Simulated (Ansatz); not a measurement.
Geometry optimisation, RKS PBE0-D4/6-31G* (Ansatz).

Input:

```yaml
crystal:
  periodic: [false, false, false]
  atoms:
    - { symbol: Al, position_ang: [-0.878147, -4.0e-06, 0.257518] }
    - { symbol: H, position_ang: [1.576361, 3.0e-06, 1.520665] }
    - { symbol: Cl, position_ang: [2.539943, -2.0e-06, 0.601554] }
    - { symbol: F, position_ang: [-1.403657, 2.0e-06, -1.320537] }
basis:
  gaussian: { orbitals: "6-31G*" }
hamiltonian:
  xc: pbe0
  dispersion: d4
relax:
  f_tol: 0.03
  max_steps: 50
output:
  orbitals: {}
```

Launched with:

```bash
$ ansatz run input.yaml --threads 1 --pin off --max-ram 2048MiB --backend cpu --events-out ev --progress --plain --runs-dir out
```

Question: Where does it end, and by what steps?

Answer: The run converged. The force dipped under the threshold on the way, but the program's further checks kept it going. After 31 steps the energy has fallen by 0.089 eV; H2 moved furthest, 0.95 Å.

```csv
step,energy less start (eV),largest force component (eV/Å),accepted
0,0.0000,0.860,yes
2,-0.0438,0.456,yes
4,-0.0207,1.421,no
6,-0.0590,0.089,yes
8,-0.0606,0.065,yes
10,-0.0591,0.658,no
12,-0.0671,0.089,yes
14,-0.0690,0.428,yes
16,-0.0733,0.138,no
18,-0.0764,0.170,yes
20,-0.0779,0.098,yes
22,-0.0788,0.126,yes
24,-0.0826,0.211,yes
26,-0.0869,0.031,yes
28,-0.0839,0.324,no
30,-0.0890,0.085,no
31,-0.0893,0.018,yes
```

```xyz
4
Properties=species:S:1:pos:R:3
Al -1.686 0.000 0.140
H 2.519 0.000 1.595
Cl 1.750 0.000 0.566
F -0.748 0.000 -1.241
```

Time of the run: 44 s on 1 thread of Arm Neoverse V2 (shared host), peak memory 0.12 GiB.
